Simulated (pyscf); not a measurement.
# Routes from `[OH][AsH][OH]` + `[OH2]`

Candidate steps break at most two bonds and form at most two. Each was searched with GFN2-xTB (tblite) first. Structures and frequencies: ωB97X-D3(BJ)/def2-SVP in PySCF. Energies: ωB97M-D3(BJ)/def2-TZVP, kJ/mol, from the separated reactants, singlet surface; ΔG‡ with ideal gas, 1 atm, RRHO with modes under 100 cm⁻¹ raised to 100, one conformer, R ln 2 for chiral ones without a mode under 150 cm⁻¹.

```json
[
 {"products": "HO–AsH–OH + H₂O", "type": "four-centre exchange", "ΔE‡": "163.4", "ΔE": "0.0", "ΔG‡ 298 K": "197.1", "ΔG‡ 900 K": "286.6", "ν‡ (cm⁻¹)": "1977i"},
 {"products": "HO–As(OH)–OH + H₂", "type": "four-centre exchange", "ΔE‡": "174.1", "ΔE": "-29.2", "ΔG‡ 298 K": "210.8", "ΔG‡ 900 K": "304.1", "ν‡ (cm⁻¹)": "845i"}
]
```

Row 1: On the reactant side the descent ends in a bound adduct (not fully relaxed), 36.6 kJ/mol under the separated species and 203.8 kJ/mol under the saddle at ωB97X-D3(BJ)/def2-TZVP. On the product side the descent ends in a complex, 30.1 kJ/mol under the separated species and 197.3 kJ/mol under the saddle at ωB97X-D3(BJ)/def2-TZVP. 

Plain bond fissions and candidates not yet searched are not listed, and one of them may be faster. Each barrier is that of the saddle found; lower ones may exist. Elements up to Kr have no core potential and no relativistic terms here.
